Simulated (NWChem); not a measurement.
## CH3 (+1)

```xyz
4

C      0.0000     0.0000     0.0000
H      0.0000     0.0000     1.1041
H     -0.9562     0.0000    -0.5520
H      0.9562     0.0000    -0.5520
```
Charge +1, spin multiplicity 1.

The numbers come from NWChem runs, not from measurements. Structure: optimised with PBE0/def2-SVP, a minimum by its harmonic frequencies.

Symmetry labels belong to the abelian group C2v used in the runs, with the axes of the coordinates shown; states degenerate in a higher group split over its labels.

The spin multiplicity of the parent species was assumed, not shown to be that of its ground state. The structure started from a generated list of species.

Problem. List the lowest 6 singlet excitations that TD-PBE/aug-cc-pVDZ gives, with oscillator strengths.

Solution. 
```tsv
state	symmetry	energy (eV)	wavelength (nm)	f
1	b2	5.72	217	0.000
2	a2	5.72	217	0.000
3	b1	13.97	89	0.148
4	a1	13.97	89	0.148
5	b2	14.09	88	0.134
6	b1	15.27	81	0.000
```
